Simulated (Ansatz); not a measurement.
System: fcc Au. Method: PBE0-D3(BJ) (PAW; Ansatz, a program for electronic structure).

Settings: plane-wave cutoff 460 eV, 14×14×14 k mesh, Fermi–Dirac smearing 0.05 eV, scalar-relativistic PAW data made under PBE.

Equation-of-state points:

```tsv
V (Å³/atom)	E − E_lowest (meV/atom)	P (GPa)
15.999	26.39	10.58
16.420	6.28	4.86
16.841	0.00	0.04
17.100	2.04	-2.54
17.683	20.48	-7.40
```

Question: Estimate the bulk modulus from the pressures at 16.420 and 17.100 Å³/atom, and compare it with a fit to all energies.

Answer: B = −V dP/dV. Between V = 16.420 and 17.100 Å³/atom, dP/dV = (-2.54 − (4.86))/(17.100 − 16.420) = -10.9 GPa per Å³/atom; at the midpoint 16.760 Å³/atom this gives B ≈ 182 GPa. The third-order Birch–Murnaghan fit gives V0 = 16.846 Å³/atom, B0 = 176 GPa, B′ = 6.0, which lies 3 % below that estimate.

Measured, for comparison: bulk modulus 182 GPa (0 K value with the zero-point phonon effect removed, our sources range from 175 to 182; as tabulated in Mejia-Rodriguez and Trickey (2018), arXiv:1807.09216); equilibrium volume per atom 16.76 Å³/atom (static lattice: zero-point anharmonic expansion removed; as tabulated in Mejia-Rodriguez and Trickey (2018), arXiv:1807.09216). Computed (rounded) less measured: bulk modulus -3 % (inside the range of the sources held), equilibrium volume per atom +0.5 %.

Spin–orbit coupling is not included; it can shift volumes and moduli of such heavy elements.

Computed values are for the static lattice.

It cost around 23 core-minutes (rough) of CPU time.
